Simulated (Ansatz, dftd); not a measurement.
System: CHO, charge 0, doublet. CHO (SMILES [CH]=O, doublet).
B3LYP-D3(BJ)/def2-TZVP minimum from Ansatz (a quantum-chemistry and plane-wave program):
```xyz
3

C      0.0497     0.5837    -0.0011
O      0.0741    -0.5878    -0.0009
H     -0.8911     1.2003     0.0145
```
Charge 0, spin multiplicity 2.

Quantity: atomisation energy (electronic, to ground-state atoms), in kJ/mol. Open shells are spin-unrestricted; no spin-orbit coupling. Correlated methods leave the cores frozen. Rows without X2C or -DK are non-relativistic. CBS(X,Y): correlation extrapolated as X^-3, Hartree-Fock from the larger set (Q,5: extrapolated as (X+1)exp(-9√X)). A bracket is a step between two methods taken in the basis named. The functionals are non-relativistic, so their misses hold any scalar relativity. Double hybrids freeze cores in their MP2 part. '+ core + X2C': CCSD(T) terms for core correlation (cc-pwCVTZ) and scalar relativity (cc-pVTZ-DK). For partners of very few electrons the exact lower level stands in for a higher one.

Compared with CCSD(T)/CBS(cc-pVQZ,cc-pV5Z) + [CCSDT(Q) - CCSD(T)]/cc-pVTZ + [CCSDTQ - CCSDT(Q)]/cc-pVDZ + core + X2C (Ansatz): 1167.7 kJ/mol.

Costs are rough ratios of core time, to one figure, on one kind of shared machine, summed over the single points of the molecules; atoms, geometries and frequencies are left out. The first row took roughly 1 core seconds; short runs hold start-up time.

```tsv
level	program	cost relative to the first row
PBE/def2-TZVPD	Ansatz	1
CAM-B3LYP-D3(BJ)/def2-TZVPD	Ansatz + dftd3	1
B2GP-PLYP-D4/def2-TZVPD	Ansatz + dftd4	2
CCSD(T)/CBS(cc-pVTZ,cc-pVQZ) + core + X2C	Ansatz	50
CCSDT(Q)/cc-pVTZ	Ansatz	200
CCSDTQ/cc-pVDZ	Ansatz	700
```

Problem. Among the rows that cost no more than CCSD(T)/CBS(cc-pVTZ,cc-pVQZ) + core + X2C, which comes nearest?

Solution. CCSD(T)/CBS(cc-pVTZ,cc-pVQZ) + core + X2C.
```csv
level,difference (kJ/mol)
PBE/def2-TZVPD,65.5
CAM-B3LYP-D3(BJ)/def2-TZVPD,8.2
B2GP-PLYP-D4/def2-TZVPD,-11.8
"CCSD(T)/CBS(cc-pVTZ,cc-pVQZ) + core + X2C",-1.6
CCSDT(Q)/cc-pVTZ,-38.7
CCSDTQ/cc-pVDZ,-98.8
```
